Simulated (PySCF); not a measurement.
# PO at other levels of theory

What do other methods print for PO?

Method: each script names its method and basis; program: PySCF 2.14.0.

8 further runs of the same task are left out: 8 that didn't finish.

## 1. The starting structure

PO: 2 atoms, charge 0, spin multiplicity 2.

Bond lengths: P1–O2 1.499 Å.

## 2. The run that the others are compared with

Contents of input.py:

```python
from pyscf import gto, scf, cc

mol = gto.M(
    atom='P 0 0 0; O 0 0 1.499',
    basis='cc-pcvdz',
    charge=0,
    spin=1,
    verbose=4,
)
mf = scf.ROHF(mol)
mf.kernel()
mycc = cc.CCSD(mf)
mycc.kernel()
mf.dip_moment()
print('orbital energies (hartree):', mf.mo_energy[..., max(0, mol.nelec[1]-3):mol.nelec[0]+3].round(4))
```

Started as:

```
> python input.py
```

## 3. Blyp (ROKS)

Edit 1 changes functional: none (Hartree–Fock) → blyp; SCF type: ROHF → ROKS; step after the SCF: ccsd → analyze.

Contents of input.py:

```python
from pyscf import gto, dft

mol = gto.M(
    atom='P 0 0 0; O 0 0 1.499',
    basis='cc-pcvdz',
    charge=0,
    spin=1,
    verbose=4,
)
mf = dft.ROKS(mol, xc='blyp')
mf.kernel()
mf.analyze()
print('orbital energies (hartree):', mf.mo_energy[..., max(0, mol.nelec[1]-3):mol.nelec[0]+3].round(4))
```

## 4. RHF

Edit 2 changes SCF type: ROHF → RHF.

input.py, as its differences from that of step 2:

```diff
@@ -9,3 +9,3 @@
 )
-mf = scf.ROHF(mol)
+mf = scf.RHF(mol)
 mf.kernel()
```

**Question.** What will these runs give? Wanted: for each run, E(SCF); from base; SCF dipole; after the SCF.

The runs gave:

```
        run  E(SCF) (hartree)  from base (eV)  cycles  SCF dipole (D)                after the SCF
       base       -415.560162               0      12            2.76  CCSD correlation -14.977 eV
blyp (ROKS)       -416.539710  not comparable      11            1.77                          n/a
        RHF       -415.560162          0.0000      12            2.76  CCSD correlation -14.977 eV
```

No change of the SCF energy comes from RHF. Total energies of different functionals can't be compared with each other; differences within one functional can.
